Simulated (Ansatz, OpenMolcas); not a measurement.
Heat of formation of N2H3 (hydrazinyl radical) from total energies

N2H3 has 5 atoms, charge 0, and is taken as a doublet. As SMILES, `[NH]N`. Geometry: relaxed at PBE0-D4/def2-TZVP. This is one conformer, not always the lowest.

Total energies at UHF/def2-TZVP (OpenMolcas 26.06); the atoms run unrestricted:

```
species    state  energy (Eh)
   N2H3  doublet  -110.623728
      N  quartet   -54.402747
      H  doublet    -0.499810
```

Harmonic wavenumbers at UPBE0-D4/def2-TZVP, in cm⁻¹: 558, 706, 1145, 1284, 1486, 1668, 3451, 3514, 3657.

Measured heats of formation of the gaseous atoms at 298.15 K, in kJ/mol: N 472.4, H 218.0. Take 1 Eh = 2625.50 kJ/mol, 1 cm⁻¹ = 0.0119627 kJ/mol, RT = 2.479 kJ/mol.

Work out the heat of formation of the gas at 298 K.


1. Electronic atomisation energy: 2 × (-54.402747) + 3 × (-0.499810) − (-110.623728) = 0.318804 Eh = 837.0 kJ/mol.
2. Zero-point energy: half the sum of the wavenumbers, 8734.5 cm⁻¹ = 104.5 kJ/mol.
3. Thermal vibrational enthalpy, Σ hcν̃/(exp(hcν̃/kT) − 1): 0.9 kJ/mol. Translation, rotation and pV of a non-linear molecule: 4 RT = 9.9 kJ/mol.
4. The 5 free atoms carry 5/2 RT each: 31.0 kJ/mol.
5. Atomisation enthalpy at 298 K: 837.0 − 104.5 − 0.9 − 9.9 + 31.0 = 752.7 kJ/mol.
6. Sum of the atoms' heats of formation: 1598.8 kJ/mol. Heat of formation: 1598.8 − 752.7 = +846.1 kJ/mol.

The tabulated value is +224.9 kJ/mol (Active Thermochemical Tables), so this level is off by +621.2 kJ/mol, or 45.2 % of the atomisation enthalpy. Hartree–Fock leaves out correlation, which is larger in the molecule than in the atoms, so it underbinds and puts the heat of formation too high. Anharmonicity and any spin-orbit splitting of the molecule are left out.
